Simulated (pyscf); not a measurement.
Thermochemistry of product channels of `[Cl][In]` [singlet] + `[FH]` on the singlet surface, in kJ/mol, from CCSD(T)/def2-TZVPP + ΔMP2(QZVPP) energies (ideal gas, 1 atm, RRHO with modes under 100 cm⁻¹ raised to 100, one conformer, R ln 2 for chiral ones without a mode under 150 cm⁻¹). Single points on ωB97X-D3(BJ)/def2-SVP structures (PySCF, gas phase). Correlated levels are frozen-core, on RHF or UHF. ΔMP2 is the change of the MP2 total energy from the triple- to the quadruple-zeta basis.

| products | ΔE | ΔH(298 K) | ΔG(298 K) | ΔG(1200 K) |
|---|---|---|---|---|
| `[F][In]` [singlet] + `[ClH]` | +47.8 | +42.1 | +41.7 | +41.1 |
| `[F][InH][Cl]` | +29.0 | +21.9 | +55.9 | +155.3 |

These are energies of the channels, which say nothing of barriers. The CCSD(T) − MP2 part came from Ansatz, without density fitting, on the same reference. The frozen core leaves the outer d or s,p core shells of the metals and heavy elements correlated in the MP2 and CC values, and def2-TZVPP describes them poorly, which can shift differences by a few kcal/mol. Elements past Kr carry the def2 core potentials, without spin-orbit coupling.
